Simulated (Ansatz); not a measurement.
Energy landscape of H₂Cl, doublet: collinear Cl-H-H surface. Scanned: Cl-H distance and H-H distance.

Method: CCSD on UHF/cc-pVDZ, frozen core (Ansatz, an electronic-structure program).

Energy in kJ/mol above the lowest grid point; x is the Cl-H distance (Å), y the H-H distance (Å).

```
y \ x   1.09   1.20   1.29   1.36   1.50   1.66   1.79   1.92   2.12   2.39   2.74   3.24   3.71
-----  -----  -----  -----  -----  -----  -----  -----  -----  -----  -----  -----  -----  -----
2.15   121.5   42.9   27.7   34.5   76.1  143.5  201.7  257.2  327.7  383.1  400.6      —      —
1.84   126.5   46.9   30.9   37.1   77.3  143.1  199.5  251.8  314.3  352.7  359.4      —      —
1.55   138.0   55.7   37.3   41.7   77.7  137.7  187.2  229.4  270.1  286.1  286.6  285.2  284.0
1.40   149.0   63.7   42.8   44.9   76.1  128.8  170.2  202.2  228.0  235.4  234.2  232.7  231.5
1.21   171.7   79.7   52.7   49.9   69.6  105.9  131.5  148.0  158.0  158.3  155.3  152.8  152.8
1.09   194.1   95.0   61.9   53.9   62.2   83.9   98.1  105.8  108.5  105.9  102.1   99.6   99.7
1      217.2  111.0   71.7   58.6   56.0   65.6   71.7   73.9   72.3   67.9   63.7   61.1   61.2
0.95   233.5  122.4   79.0   62.6   53.4   56.1   58.0   57.5   53.9   48.5   44.2   41.6   41.6
0.87   266.7  146.4   95.3   73.0   52.5   44.5   40.3   36.0   29.5   22.9   18.3   15.6   15.6
0.81   299.4  171.1  113.5   86.4   57.1   41.4   33.1   26.3   17.9   10.4    5.8    2.9    3.0
0.74   350.2  211.1  145.3  112.1   72.6   48.5   35.9   26.4   16.1    7.6    2.8    0.0    0.0
0.67   420.9  269.8  195.0  155.7  105.9   74.0   57.4   45.7   33.5   24.3   19.3   16.6   16.6
0.63   474.2  315.6  235.5  192.5  137.0  100.8   82.2   69.3   56.2   46.6   41.4   38.8   38.8
```

Points that lie below all their neighbours on the grid (none is named beside a point without a result): x = 3.24, y = 0.74 (0.0 kJ/mol); x = 1.29, y = 2.15 on the edge of the grid (27.7 kJ/mol). The lowest path on the grid from the first to the second passes x = 1.50, y = 1 at 56.0 kJ/mol.

A dash means that the run gave no value there, or that the column was ended at a point which the program doubted or which failed a test of continuity chosen for this set; such a test can also cut sound points.
